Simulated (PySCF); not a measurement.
Molecule (SMILES): C1CN1.
Geometry (B3LYP-D3(BJ)/def2-TZVP, fixed):
```xyz
8

C     -0.0266    -0.3964     0.7404
N     -0.0403     0.8719     0.0001
C     -0.0474    -0.3972    -0.7389
H      0.8868     1.2834    -0.0132
H     -0.9333    -0.6098     1.2927
H     -0.9693    -0.6112    -1.2653
H      0.8882    -0.7010     1.2359
H      0.8531    -0.7023    -1.2597
```

How fast the mean static polarisability converges with the basis for several methods (PySCF): deviation from each method's own reference, in %. References: HF 31.39 bohr³, the value in aug-pcseg-2; PBE 34.44 bohr³, the value in aug-pcseg-2; PBE0 33.08 bohr³, the value in aug-pcseg-2. All functions are spherical. Density fitting with generated auxiliary sets. No added dispersion term, no relativity. 

```tsv
basis	functions	HF	PBE	PBE0
6-311+G**	96	[?]	-8.2	-7.7
def2-SVPD	100	[?]	-4.6	-4.0
Sadlej pVTZ	117	[?]	0.2	-0.1
def2-TZVPD	156	[?]	-1.0	-0.7
d-aug-cc-pVDZ	161	[?]	0.4	0.4
aug-pcseg-2	253	[?]	0.0	0.0
cc-pVQZ	315	[?]	-5.8	-4.7
def2-QZVPP	321	[?]	-3.4	-2.6
```

Question: Complete the blanks.

Answer: 
- 6-311+G**, HF: -6.9
- def2-SVPD, HF: -3.5
- Sadlej pVTZ, HF: -0.2
- def2-TZVPD, HF: -0.5
- d-aug-cc-pVDZ, HF: 0.3
- aug-pcseg-2, HF: 0.0
- cc-pVQZ, HF: -3.4
- def2-QZVPP, HF: -1.9

Mean absolute deviation over 6-311+G**, Sadlej pVTZ, def2-TZVPD: HF 2.5, PBE0 2.8, PBE 3.1 %.
